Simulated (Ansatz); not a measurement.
Barrier CH3F (SMILES CF) + Cl− via CH3ClF, on the benchmark's geometries as Psi4's copy gives them; open shells unrestricted, no zero-point energy, no spin–orbit coupling.
Transition structure (charge -1, multiplicity 1):
```xyz
6

F      0.00000     0.00000    -2.53793
C      0.00000     0.00000    -0.48837
H      0.00000     1.06209    -0.61497
H     -0.91980    -0.53104    -0.61497
H      0.91980    -0.53104    -0.61497
Cl     0.00000     0.00000     1.62450
```

Frozen-core correlation. MP2 and its Hartree–Fock in aug-cc-pV(Q+d)Z are density fitted.

The values were computed with Ansatz (a first-principles code) with Gaussian orbitals. Each number belongs to the level named beside it.

The barrier height is − E(CH3F) − E(Cl) + E(TS). Total energies (hartree):

| level | CH3F | Cl | TS |
|---|---|---|---|
| HF/aug-cc-pV(T+d)Z | -139.0975091 | -459.5734813 | -598.6167123 |
| MP2/aug-cc-pV(T+d)Z | -139.5414994 | -459.7815393 | -599.2932480 |
| HF/aug-cc-pV(Q+d)Z | -139.1069493 | -459.5765897 | -598.6285478 |
| MP2/aug-cc-pV(Q+d)Z | -139.5811208 | -459.8033012 | -599.3535250 |
| CCSD(T)/aug-cc-pV(T+d)Z | -139.5712455 | -459.8066265 | -599.3477014 |

Task: Work out the barrier height at the basis-set limit: extrapolate the MP2 correlation part as X⁻³, take Hartree–Fock from the larger set, and add the CCSD(T) − MP2 difference of aug-cc-pV(T+d)Z.

Result: 
1. Differences (1 hartree = 627.509 kcal/mol): HF/aug-cc-pV(T+d)Z 34.060; MP2/aug-cc-pV(T+d)Z 18.694; HF/aug-cc-pV(Q+d)Z 34.508; MP2/aug-cc-pV(Q+d)Z 19.388; CCSD(T)/aug-cc-pV(T+d)Z 18.932.
2. Correlation parts, MP2 less HF: -15.366 in aug-cc-pV(T+d)Z (X = 3), -15.119 in aug-cc-pV(Q+d)Z (X = 4).
3. Limit (4³·(-15.119) − 3³·(-15.366))/(4³ − 3³) = -14.939; with HF/aug-cc-pV(Q+d)Z it gives 19.568.
4. CCSD(T) less MP2 in aug-cc-pV(T+d)Z: 0.238.
Result: 19.81 kcal/mol, against 18.69 at MP2/aug-cc-pV(T+d)Z. It is an estimate of this method's limit, not of the exact value.
